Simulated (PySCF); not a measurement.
Give a GFN2-xTB geometry of BTD, `c1ccc2nsnc2c1`.

Z-matrix in Å and degrees, rows numbered from 1:
```
C 
C   1  1.4115
C   2  1.3666  1  121.84
C   3  1.4050  2  117.95  1    -0.11
N   4  1.3344  3  127.78  2  -179.93
S   5  1.6061  4  108.55  3   179.92
N   6  1.6061  5   98.87  4     0.01
C   7  1.3345  6  108.56  5    -0.00
C   1  1.3666  2  121.86  3     0.08
H   1  1.0799  2  118.51  3  -179.87
H   2  1.0799  1  118.51  3   179.98
H   3  1.0781  2  122.37  1   179.85
H   9  1.0781  1  122.37  2  -179.90
```

The 9 heavy atoms lie in one plane (0.001 Å rms). The 5-membered ring C4–N5–S6–N7–C8 has internal angles of 98.9° to 112.0° (sum 540°, against 540° for a flat polygon); it is planar, 0.00 Å rms from its mean plane, widest ring torsion 0°. The 6-membered ring C1–C2–C3–C4–C8–C9 has internal angles of 117.9° to 121.9° (sum 720°, against 720° for a flat polygon); it is planar, 0.00 Å rms from its mean plane, widest ring torsion 0°. The 6 C–C bonds span 1.367 Å (C2–C3, aromatic) to 1.440 Å (C4–C8, aromatic), a spread of 0.073 Å.

Structure optimised with GFN2-xTB, isolated species.

Point group: C2v (tolerance 0.08 Å). Not checked by GFN2-xTB frequencies.

The numbers are calculated, not measured.
